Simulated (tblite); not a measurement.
Species: glycol monoformate, C₃H₆O₃.
Atom-mapped SMILES: `[O:1]=[CH:2][O:3][CH2:4][CH2:5][OH:6]` (hydrogens: H7 on C2; H8, H9 on C4; H10, H11 on C5; H12 on O6)

Computed with GFN2-xTB (tblite), gas phase: nudged elastic band of 9 images (0 to 8), spring 0.2 eV/Å², climbing image at the end, force threshold 0.05 eV/Å. The top image wasn't refined or checked by frequencies; at this threshold it can lie a kcal/mol or more above the true saddle point of the method.

The band describes a rotation about C4–C5 (sp3 carbon bound to oxygen, carbinol carbon (C–OH)), followed by the dihedral O3–C4–C5–O6, from the optimised start (98°) to a second optimised geometry at -178°.

Question: Give the energy profile along the converged band.

Answer: 
| image | dihedral (°) | E (kJ/mol) | C4–C5 (Å) | O3···O6 (Å) | largest true force (eV/Å) |
| --- | --- | --- | --- | --- | --- |
| 0 | 98 | 0.00 | 1.539 | 3.31 | 0.01 |
| 1 | 110 | 1.97 | 1.542 | 3.39 | 0.05 |
| 2 | 121 | 6.01 | 1.544 | 3.48 | 0.05 |
| 3 | 132 | 9.01 | 1.545 | 3.55 | 0.03 |
| 4 | 144 | 9.97 | 1.544 | 3.61 | 0.03 |
| 5 | 154 | 9.47 | 1.541 | 3.65 | 0.04 |
| 6 | 165 | 8.41 | 1.539 | 3.67 | 0.04 |
| 7 | 177 | 7.62 | 1.538 | 3.69 | 0.04 |
| 8 | -178 | 6.90 | 1.537 | 3.68 | 0.01 |

Barriers of this band. The top is image 4 at 144°: 9.97 kJ/mol forward and 3.07 kJ/mol back; the end lies 6.90 kJ/mol above the start. The central bond is 0.005 Å longer at the top than at the start.

Other torsions move too; by image: C2–O3–C4–C5 (-64, -64, -67, -71, -74, -75, -76, -75, -85°).

Question: What rate follows at 250 K for crossing this barrier forward?

Answer: Taking the electronic barrier for the free energy of activation (no zero-point or entropy terms, transmission 1), rate = (kT/h)·exp(−ΔE/kT) ≈ 4 × 10^10 s⁻¹, whose inverse is 2 × 10^-11 s. An error of 1 kcal/mol in the barrier changes this by a factor of 7, and the method and the loose band can each miss by that much or more.

Question: How would the two end points share their population at 250 K, from these energies alone?

Answer: exp(−ΔE/kT) with ΔE = 0.072 eV gives 0.035 for the higher one (end) against 1 for the lower, without vibrational, rotational or degeneracy terms.

Question: How long is the path, and how are the images spaced?

Answer: Cartesian distances between aligned neighbours (all atoms, Å): 0.42, 0.42, 0.43, 0.45, 0.40, 0.43, 0.44, 0.35; the sum is 3.33 Å, and the top lies 52 % of the way along.

What follows is the cost of the whole band run. The run took about 8 s of CPU time (one thread, shared machine).
